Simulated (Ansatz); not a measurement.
# B2HF+ (doublet): wave-function methods side by side, def2-QZVPP

The task here is to estimate one member of a computed series from the others.

Computed with Ansatz 0.2.0, Gaussian basis. Level: def2-QZVPP, core rule «outside noble gas», up to 3 orbitals frozen.

Plan: UHF; ROHF; CCSD(T) on UHF.

2 further runs of the same task are left out: 2 set aside as unsound or not needed.

**The geometry**

The geometry is a PBE0/def2-TZVP stationary point (not a proven minimum) of the parent state, kept for this charge and spin.

4 atoms, charge 1, spin multiplicity 2.

Atoms are counted from 1 here; the program's logs count them from 0.

Bond lengths: B1–B2 1.633 Å, B2–F3 1.328 Å, B2–H4 1.205 Å. Angles: B1–B2–F3 125.5°, B1–B2–H4 114.3°, F3–B2–H4 120.2°.

Geometry (Å):

```
B     0.0000   -0.2860    1.6155
B     0.0000    0.4445    0.1548
F     0.0000   -0.1777   -1.0181
H     0.0000    1.6488    0.2021
```

The first run:

in.yaml reads:

```yaml
crystal:
  periodic: [false, false, false]
  atoms:
    - {symbol: B, position_ang: [0.000000, -0.285996, 1.615495]}
    - {symbol: B, position_ang: [0.000000, 0.444539, 0.154784]}
    - {symbol: F, position_ang: [0.000000, -0.177695, -1.018097]}
    - {symbol: H, position_ang: [0.000000, 1.648828, 0.202133]}
basis:
  gaussian: {orbitals: "def2-QZVPP.json"}
total_charge: 1
magnetization: {spin_polarized: true, initial_magnetization: 1}
hamiltonian: {xc: hf}
output: {orbitals: {seedname: orbitals}}
```

Launch:

```sh
> ansatz run in.yaml --threads 1 --pin off --events-out ev --progress --plain --max-ram 2393MiB
```

Among the steps run: UHF; ROHF; CCSD(T) on UHF.

One of the session's tables, all rows but one given; the rest of the session is left out.

It belongs to the step «Misses and costs». 

```
  method  from UCCSD(T) (meV)
    ROHF             +11915.6
     UHF                    ?
    UMP2               +886.4
   UCCSD               +400.8
UCCSD(T)                    0
```

**Question.** Estimate the row for UHF.

As computed: from UCCSD(T) (meV): +11871.9. In the column «from UCCSD(T) (meV)» it lies between UMP2 (+886.4) and ROHF (+11915.6).
